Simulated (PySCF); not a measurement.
Relaxation of singlet H2CS

Method: PySCF, PBE0, basis C def2-TZVP, S def2-TZVP, H def2-TZVP (no relativity, density fitting). A (50,194) grid was used.

A hand-made trigonal planar start, of C2v symmetry, held to at least that symmetry:

```xyz
4
charge 0 multiplicity 1, angstrom
C    -1.0959    0.0000    0.0000
S     0.5141    0.0000    0.0000
H    -1.6309    0.9266    0.0000
H    -1.6309   -0.9266    0.0000
```

At each step, columns x, y, z (Å) and Fx, Fy, Fz (eV/Å):

```
step 0  E − E(last) = 2.45 kJ/mol
C   -1.096   0.000   0.000   1.387   0.000   0.000
S    0.514   0.000   0.000  -0.274   0.000   0.000
H   -1.631   0.927   0.000  -0.557   0.441   0.000
H   -1.631  -0.927   0.000  -0.557  -0.441   0.000
step 1  E − E(last) = 0.18 kJ/mol
C   -1.077   0.000   0.000   0.120   0.000   0.000
S    0.521   0.000   0.000   0.134   0.000   0.000
H   -1.644   0.929   0.000  -0.127  -0.003   0.000
H   -1.644  -0.929   0.000  -0.127   0.003   0.000
step 2  E − E(last) = 0.00 kJ/mol
C   -1.071   0.000   0.000   0.026   0.000   0.000
S    0.530   0.000   0.000  -0.050   0.000   0.000
H   -1.651   0.924   0.000   0.012  -0.019   0.000
H   -1.651  -0.924   0.000   0.012   0.019   0.000
step 3  E − E(last) = 0.00 kJ/mol
C   -1.070   0.000   0.000  -0.010   0.000   0.000
S    0.529   0.000   0.000   0.007   0.000   0.000
H   -1.651   0.923   0.000   0.002  -0.002   0.000
H   -1.651  -0.923   0.000   0.002   0.002   0.000
```

It ends at C2v with C–H 1.090 Å (×2), C–S 1.599 Å; H–C–H 115.6°, H–C–S 122.2° (×2). A frequency run shows a minimum. Other isomers or separated fragments may lie lower.
